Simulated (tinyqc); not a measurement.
Worked calculation: geometry optimisation on the RHF/sto-6g surface (energies and gradients from PySCF), for BH2+, spin multiplicity 1. One step of it, computed by the program tinyqc.

Problem. Step 1: move. Quasi-Newton step p = -H^(-1) g (first H = 0.6 times the unit matrix); steps longer than 0.1 bohr are cut back (factor 0.489 here).

positions at the start (bohr):
```
            x          y          z
1B   0.064251   0.041574  -0.041574
2H  -0.047243   1.863270   1.075254
3H   0.034015  -2.020117   1.060136
```

gradient (hartree/bohr):
```
              x            y            z
1B   0.00313458   0.06442355  -0.06754453
2H   0.00006839  -0.05882784   0.01735354
3H  -0.00320297  -0.00559571   0.05019099
```

Give: positions after step 1.

Solution.

positions after step 1 (bohr):
```
          x        y       z
1B   0.0617  -0.0109  0.0135
2H  -0.0473   1.9112  1.0611
3H   0.0366  -2.0156  1.0192
```
